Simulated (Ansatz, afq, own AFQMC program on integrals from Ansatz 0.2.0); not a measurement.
# Where AFQMC and coupled cluster stand for HCl₂, doublet

```yaml
atoms:
  - { symbol: Cl, position_ang: [0.0000, 0.0000, -1.7727] }
  - { symbol: H, position_ang: [0.0000, 0.0000, 0.2113] }
  - { symbol: Cl, position_ang: [0.0000, 0.0000, 1.5613] }
```

Connectivity, by distances: Cl ··· ClH.

Basis cc-pVTZ. Noble-gas cores (and the filled d shells of Ga–Kr and In–Xe) are frozen. Ansatz 0.2.0 and our own AFQMC program on the same integrals; the CISD trial comes from CCSD amplitudes, and released means the phaseless constraint is let go. ± is one standard error of the sampling.

Determinant: UHF, the one that the program's search chose, which needn't be the lowest solution. The geometry is a point of a scan.

No full CI on the walks' own integrals is used here; CCSDT(Q) serves as the reference and is uncertain by about the last step of the cluster series.

The T1 diagnostic is 0.0076 and the weight of the determinant in the CISD state is 0.859. The ⟨S²⟩ of the determinant is 0.760 and the size of the correlated space is 15 electrons in 72 orbitals.

Reference: CCSDT(Q), correlation energy -11.570 eV. The released energy is read at 0.99 1/Eh, later times being too noisy (meV from the phaseless value at times in 1/Eh: -16 ± 6 at 0.24, -17 ± 7 at 0.51, -22 ± 7 at 0.99, -31 ± 11 at 1.50).

```csv
level,E − E(reference) (kJ/mol),share of correlation (%)
HF,1116.3,0.00
MP2,149.8,86.58
CCSD,42.0,96.23
CCSD(T),4.4,99.61
CCSDT,1.4,99.87
ph-AFQMC/CISD,2.6 ± 0.5,99.76
released AFQMC,0.5 ± 0.6,99.96
```

A walk keeps the symmetry of its determinant, which the program's search chose and which needn't be the lowest solution, so a lower state of the same spin and another symmetry isn't excluded. Released energies are given only where the last usable release times agree within the noise; a slower fall can still hide under it.
